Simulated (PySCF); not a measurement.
# Core-level binding energies of methylamine

Species: methylamine, CH5N.
Cartesian coordinates in Å at the PBE0-D3(BJ)/def2-SVP level; atoms count from 1:
```
atom  x, y, z in Å
C1    -0.5545    0.0788    0.0008
N2     0.8457   -0.0724   -0.3323
H3    -1.1540   -0.6511   -0.5663
H4    -0.9058    1.0761   -0.3085
H5    -0.8198   -0.0429    1.0723
H6     1.1813   -0.9902   -0.0469
H7     1.4077    0.6021    0.1830
```

Computed with delta-SCF UKS SCAN, pcX-2 on the ionised atom, pcseg-1 elsewhere, spin-free X2C (PySCF 2.14.0). Vertical ΔSCF values, vacuum level as zero.

Problem. Give the core binding energies atom by atom.

Solution. 
```tsv
atom(s)	environment	level	binding energy (eV)	count
N2	primary amine nitrogen	N 1s	405.16	1
C1	N-methyl carbon	C 1s	291.56	1
```

Problem. Which photon energy gives electrons from N 1s of N2 (atom 2) a kinetic energy of 200 eV, and what is their de Broglie wavelength?

Solution. hν = 405.16 + 200 = 605.16 eV, recoil neglected; λ = 12.264 Å/√(E/eV) = 0.87 Å.

Geometry: PBE0-D3(BJ)/def2-SVP; no solvent, vibrations or thermal averaging.

Time: 4.8 s. Hardware: Arm Neoverse V1, one thread, on a shared host.
